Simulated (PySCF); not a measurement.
## Frontier levels across methods

Species: C6H7 (charge +1).
Structure used (PBE0-D3(BJ)/def2-SVP), in Å, numbered top down from 1:
```xyz
13
C6H7 angstrom
C      3.684    0.040    0.175
C      2.522   -0.298    0.010
C      1.212   -0.707   -0.186
C      0.095    0.087    0.062
C     -1.169   -0.426   -0.170
C     -2.422    0.285    0.042
H      4.712    0.339    0.321
H      1.064   -1.730   -0.563
H      0.222    1.107    0.436
H     -1.237   -1.457   -0.546
H     -2.300    1.307    0.417
H     -3.060   -0.304    0.730
H     -3.000    0.288   -0.904
```

Basis pcSseg-1 throughout (PySCF), one geometry. Geometry: PBE0-D3(BJ)/def2-SVP, one conformer, isolated ion.

Q: How do the orbital energies and the gap change with the method?

A: 
```json
{"method": "BLYP", "kind": "GGA", "HOMO (eV)": "-12.05", "LUMO (eV)": "-9.55", "gap (eV)": "2.50", "SCF cycles": "17"}
{"method": "B97-D", "kind": "GGA", "HOMO (eV)": "-12.16", "LUMO (eV)": "-9.62", "gap (eV)": "2.54", "SCF cycles": "17"}
{"method": "OPBE", "kind": "GGA", "HOMO (eV)": "-12.18", "LUMO (eV)": "-9.70", "gap (eV)": "2.48", "SCF cycles": "17"}
{"method": "PBE", "kind": "GGA", "HOMO (eV)": "-12.21", "LUMO (eV)": "-9.74", "gap (eV)": "2.47", "SCF cycles": "17"}
{"method": "KT2", "kind": "GGA", "HOMO (eV)": "-12.22", "LUMO (eV)": "-9.67", "gap (eV)": "2.55", "SCF cycles": "18"}
{"method": "KT3", "kind": "GGA", "HOMO (eV)": "-12.23", "LUMO (eV)": "-9.68", "gap (eV)": "2.55", "SCF cycles": "17"}
{"method": "BP86", "kind": "GGA", "HOMO (eV)": "-12.31", "LUMO (eV)": "-9.82", "gap (eV)": "2.49", "SCF cycles": "17"}
{"method": "LDA", "kind": "LDA", "HOMO (eV)": "-12.36", "LUMO (eV)": "-9.93", "gap (eV)": "2.42", "SCF cycles": "16"}
{"method": "B3LYP", "kind": "global hybrid", "HOMO (eV)": "-13.02", "LUMO (eV)": "-9.13", "gap (eV)": "3.89", "SCF cycles": "15"}
{"method": "PBE0", "kind": "global hybrid", "HOMO (eV)": "-13.22", "LUMO (eV)": "-8.99", "gap (eV)": "4.23", "SCF cycles": "14"}
{"method": "mPW1PW91", "kind": "global hybrid", "HOMO (eV)": "-13.24", "LUMO (eV)": "-9.01", "gap (eV)": "4.24", "SCF cycles": "15"}
{"method": "HF", "kind": "Hartree–Fock", "HOMO (eV)": "-15.14", "LUMO (eV)": "-5.35", "gap (eV)": "9.79", "SCF cycles": "13"}
```

The HOMO spans 3.09 eV, from BLYP down to HF, and the gap runs from 2.42 eV (LDA) to 9.79 eV (HF). Over the methods BLYP (0 %), B97-D (0 %), OPBE (0 %), PBE (0 %), KT2 (0 %), KT3 (0 %), BP86 (0 %), LDA (0 %), B3LYP (20 %), PBE0 (25 %), mPW1PW91 (25 %), HF (100 %), a straight line through the gap against the share of exact exchange rises by 0.73 eV for each 10 % (correlation coefficient 1.000).
